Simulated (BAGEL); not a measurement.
**C3H9P (trimethylphosphine): RI-MP2/6-31G(d) (density fitting with cc-pvqz-jkfit, spherical functions)**

Aim: the energy change on altering one bond length of C3H9P (trimethylphosphine) at RI-MP2/6-31G* (density fitting with cc-pvqz-jkfit, spherical functions), from 2 runs. 

The calculation is run with BAGEL 1.2.2.

1 further run of the same task is left out (set aside as unsound or not needed).

### Step 1. The system as given

C3H9P has 13 atoms, charge 0, and is taken as a singlet. SMILES: `CP(C)C`. Geometry: relaxed at PBE0-D4/def2-TZVP.

Bond lengths: C1–P2 1.839 Å, P2–C3 1.839 Å, P2–C4 1.839 Å, C1–H5 1.092 Å, C1–H6 1.092 Å, C1–H7 1.094 Å, C3–H8 1.094 Å, C3–H9 1.092 Å, C3–H10 1.092 Å, C4–H11 1.092 Å, C4–H12 1.092 Å, C4–H13 1.094 Å. Some angles: C1–P2–C3 99.4°, C1–P2–C4 99.4°, C3–P2–C4 99.4°, P2–C1–H5 109.5°, P2–C1–H6 109.5°, P2–C1–H7 112.3°, P2–C3–H8 112.3°, P2–C3–H9 109.5°, P2–C3–H10 109.5°, P2–C4–H11 109.5°.

### Step 2. The energy at RI-MP2/6-31G(d) (density fitting with cc-pvqz-jkfit, spherical functions)

Contents of job.json:

```json
{ "bagel": [

{
  "title": "molecule",
  "basis": "6-31gs.json",
  "df_basis": "cc-pvqz-jkfit",
  "angstrom": true,
  "geometry": [
    { "atom": "C", "xyz": [      -0.507790,       1.424650,      -0.580040 ] },
    { "atom": "P", "xyz": [       0.643680,      -0.007310,      -0.657580 ] },
    { "atom": "C", "xyz": [       1.189840,      -0.047290,       1.098130 ] },
    { "atom": "C", "xyz": [      -0.581430,      -1.378500,      -0.620880 ] },
    { "atom": "H", "xyz": [      -1.049120,       1.509250,      -1.524840 ] },
    { "atom": "H", "xyz": [       0.063540,       2.345260,      -0.442500 ] },
    { "atom": "H", "xyz": [      -1.231580,       1.332100,       0.235540 ] },
    { "atom": "H", "xyz": [       0.346870,      -0.034330,       1.795870 ] },
    { "atom": "H", "xyz": [       1.781570,      -0.947920,       1.275770 ] },
    { "atom": "H", "xyz": [       1.829630,       0.814300,       1.301040 ] },
    { "atom": "H", "xyz": [      -0.059240,      -2.331710,      -0.513300 ] },
    { "atom": "H", "xyz": [      -1.127530,      -1.405300,      -1.566340 ] },
    { "atom": "H", "xyz": [      -1.298440,      -1.273200,       0.199130 ] }
  ]
},

{ "title": "hf" },

{ "title": "mp2", "ncore": 8 }

]}
```

The basis set 6-31G* is read from a file made from the Basis Set Exchange's data (not shown).

The run is started by

```
$ BAGEL_NUM_THREADS=1 BAGEL job.json > job.out
```

Log:

```text
* using 1 threads per process

  ===============================================================
  ===============================================================

  *** Geometry ***

  { "atom" : "C", "xyz" : [     -0.959584,      2.692198,     -1.096117 ] },
  { "atom" : "P", "xyz" : [      1.216379,     -0.013814,     -1.242646 ] },
  { "atom" : "C", "xyz" : [      2.248472,     -0.089365,      2.075165 ] },
  { "atom" : "C", "xyz" : [     -1.098743,     -2.604987,     -1.173293 ] },
  { "atom" : "H", "xyz" : [     -1.982549,      2.852069,     -2.881530 ] },
  { "atom" : "H", "xyz" : [      0.120073,      4.431899,     -0.836204 ] },
  { "atom" : "H", "xyz" : [     -2.327349,      2.517304,      0.445106 ] },
  { "atom" : "H", "xyz" : [      0.655489,     -0.064874,      3.393702 ] },
  { "atom" : "H", "xyz" : [      3.366679,     -1.791309,      2.410856 ] },
  { "atom" : "H", "xyz" : [      3.457500,      1.538804,      2.458609 ] },
  { "atom" : "H", "xyz" : [     -0.111947,     -4.406293,     -0.969996 ] },
  { "atom" : "H", "xyz" : [     -2.130723,     -2.655632,     -2.959954 ] },
  { "atom" : "H", "xyz" : [     -2.453696,     -2.405999,      0.376301 ] },

  Number of auxiliary basis functions:      925

  Since a DF basis is specified, we compute 2- and 3-index integrals:
    o Being stored without compression. Storage requirement is 0.045 GB

  Number of basis functions:       78
  Number of electrons      :       42

    * METHOD: MOLECULE                             1.72

  *** RHF ***

  === Nuclear Repulsion ===
   177.9486724336

      * DIIS with orbital gradients will be used.

  === RHF iteration (6-31gs.json) ===
      0       -459.44090607          0.01449481           0.23
      1       -459.54859819          0.00519422           0.23
      2       -459.56298081          0.00149658           0.23
      3       -459.56446498          0.00012883           0.23
      4       -459.56448544          0.00003181           0.23
      5       -459.56448710          0.00000640           0.23
      6       -459.56448719          0.00000179           0.23
      7       -459.56448719          0.00000050           0.23
      8       -459.56448719          0.00000011           0.23
      9       -459.56448719          0.00000003           0.23
     10       -459.56448719          0.00000001           0.23
    * SCF iteration converged.

    * Permanent dipole moment:
           (    0.368007,    -0.004193,    -0.375947) a.u.

    * METHOD: HF                                   3.01

  *** RHF ***

  === Nuclear Repulsion ===
   177.9486724336

      * DIIS with orbital gradients will be used.

  === RHF iteration (6-31gs.json) ===
      0       -459.56448719          0.00000000           0.23
    * SCF iteration converged.

    * Permanent dipole moment:
           (    0.368007,    -0.004193,    -0.375947) a.u.

  === DF-MP2 calculation ===

    * freezing 8 orbitals
    * 3-index integral transformation done
    * assembly done

      MP2 correlation energy:   -0.4977135434      0.14

      MP2 total energy:       -460.0622007355

    * METHOD: MP2                                  0.64

  ===============================================================
```

Wall time 5.7 s (1 thread of Arm Neoverse N1, shared host); peak memory 0.18 GiB.

### Step 3. The distorted shape, same level

Contents of input.json:

```json
{ "bagel" : [

{
  "title" : "molecule",
  "basis" : "6-31gs.json",
  "df_basis" : "cc-pvqz-jkfit",
  "angstrom" : true,
  "geometry" : [
    { "atom" : "C", "xyz" : [   -0.964841,    0.688183,   -0.690069 ] },
    { "atom" : "P", "xyz" : [    0.186629,   -0.743777,   -0.767609 ] },
    { "atom" : "C", "xyz" : [    0.732789,   -0.783757,    0.988101 ] },
    { "atom" : "C", "xyz" : [   -1.038481,   -2.114967,   -0.730909 ] },
    { "atom" : "H", "xyz" : [   -1.506171,    0.772783,   -1.634869 ] },
    { "atom" : "H", "xyz" : [    0.063540,    2.345260,   -0.442500 ] },
    { "atom" : "H", "xyz" : [   -1.688631,    0.595633,    0.125511 ] },
    { "atom" : "H", "xyz" : [   -0.110181,   -0.770797,    1.685841 ] },
    { "atom" : "H", "xyz" : [    1.324519,   -1.684387,    1.165741 ] },
    { "atom" : "H", "xyz" : [    1.372579,    0.077833,    1.191011 ] },
    { "atom" : "H", "xyz" : [   -0.516291,   -3.068177,   -0.623329 ] },
    { "atom" : "H", "xyz" : [   -1.584581,   -2.141767,   -1.676369 ] },
    { "atom" : "H", "xyz" : [   -1.755491,   -2.009667,    0.089101 ] }
  ]
},
{ "title" : "hf", "charge" : 0 },
{ "title" : "mp2", "charge" : 0, "ncore" : 8 }

]}
```

The basis set 6-31G* is read from a file made from the Basis Set Exchange's data (not shown).

The run is started by

```
$ BAGEL_NUM_THREADS=1 BAGEL input.json > input.out
```

Log:

```text
* using 1 threads per process

  ===============================================================
  ===============================================================

  *** Geometry ***

  { "atom" : "C", "xyz" : [     -1.823285,      1.300477,     -1.304041 ] },
  { "atom" : "P", "xyz" : [      0.352678,     -1.405535,     -1.450571 ] },
  { "atom" : "C", "xyz" : [      1.384771,     -1.481086,      1.867240 ] },
  { "atom" : "C", "xyz" : [     -1.962445,     -3.996708,     -1.381218 ] },
  { "atom" : "H", "xyz" : [     -2.846251,      1.460348,     -3.089455 ] },
  { "atom" : "H", "xyz" : [      0.120073,      4.431899,     -0.836204 ] },
  { "atom" : "H", "xyz" : [     -3.191050,      1.125583,      0.237181 ] },
  { "atom" : "H", "xyz" : [     -0.208212,     -1.456595,      3.185778 ] },
  { "atom" : "H", "xyz" : [      2.502978,     -3.183030,      2.202931 ] },
  { "atom" : "H", "xyz" : [      2.593798,      0.147083,      2.250685 ] },
  { "atom" : "H", "xyz" : [     -0.975649,     -5.798014,     -1.177921 ] },
  { "atom" : "H", "xyz" : [     -2.994424,     -4.047353,     -3.167878 ] },
  { "atom" : "H", "xyz" : [     -3.317397,     -3.797720,      0.168376 ] },

  Number of auxiliary basis functions:      925

  Since a DF basis is specified, we compute 2- and 3-index integrals:
    o Being stored without compression. Storage requirement is 0.045 GB

  Number of basis functions:       78
  Number of electrons      :       42

    * METHOD: MOLECULE                             1.73

  *** RHF ***

  === Nuclear Repulsion ===
   175.3813681975

      * DIIS with orbital gradients will be used.

  === RHF iteration (6-31gs.json) ===
      0       -459.28312024          0.01471576           0.23
      1       -459.39621062          0.00641439           0.23
      2       -459.41791024          0.00188772           0.23
      3       -459.42038721          0.00042517           0.23
      4       -459.42050989          0.00011189           0.23
      5       -459.42052542          0.00002693           0.23
      6       -459.42052656          0.00000746           0.23
      7       -459.42052665          0.00000261           0.23
      8       -459.42052666          0.00000073           0.23
      9       -459.42052667          0.00000028           0.23
     10       -459.42052667          0.00000010           0.23
     11       -459.42052667          0.00000004           0.23
     12       -459.42052667          0.00000002           0.23
     13       -459.42052667          0.00000001           0.23
    * SCF iteration converged.

    * Permanent dipole moment:
           (    0.576683,     0.516534,    -0.336411) a.u.

    * METHOD: HF                                   3.69

  *** RHF ***

  === Nuclear Repulsion ===
   175.3813681975

      * DIIS with orbital gradients will be used.

  === RHF iteration (6-31gs.json) ===
      0       -459.42052667          0.00000000           0.23
    * SCF iteration converged.

    * Permanent dipole moment:
           (    0.576683,     0.516534,    -0.336411) a.u.

  === DF-MP2 calculation ===

    * freezing 8 orbitals
    * 3-index integral transformation done
    * assembly done

      MP2 correlation energy:   -0.5112262000      0.14

      MP2 total energy:       -459.9317528654

    * METHOD: MP2                                  0.63

  ===============================================================
```

Run time: 6.3 s. Hardware: 1 thread of Arm Neoverse N1, shared host; peak memory 0.18 GiB.

### Step 4. Outcome

At RI-MP2/6-31G* (density fitting with cc-pvqz-jkfit, spherical functions), 8 core orbitals frozen:

| quantity | value |
| --- | --- |
| first shape: total energy | -460.06220 Eh |
| first shape: correlation energy (8 core orbitals frozen) | -497.7 mEh |
| distorted shape: total energy | -459.93175 Eh |
| distorted shape: correlation energy (8 core orbitals frozen) | -511.2 mEh |
| energy change with the C1–H6 bond stretched from 1.092 to 1.966 Å | 3.550 eV |

One bond (distorted shape) is far stretched, which a spin-restricted single reference describes badly; perturbation theory on it can break down and give far too much correlation. With the C1–H6 bond stretched from 1.092 to 1.966 Å the energy rises by 3.55 eV (82 kcal/mol). The first shape isn't relaxed at this level, so the change isn't measured from a minimum. A restricted reference can't describe the breaking bond well at this length.
